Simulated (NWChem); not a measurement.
Be

All runs: NWChem. Ions are spin-unrestricted doublets at the neutral geometry; other ion states weren't tried.

Problem. Predict the results for Hartree-Fock/def2-TZVP. Quantities: vertical ionisation energy, ΔSCF (eV); −ε(HOMO) (eV).

Solution. 
```json
{
  "vertical ionisation energy, ΔSCF (eV)": "8.04",
  "−ε(HOMO) (eV)": "8.41"
}
```
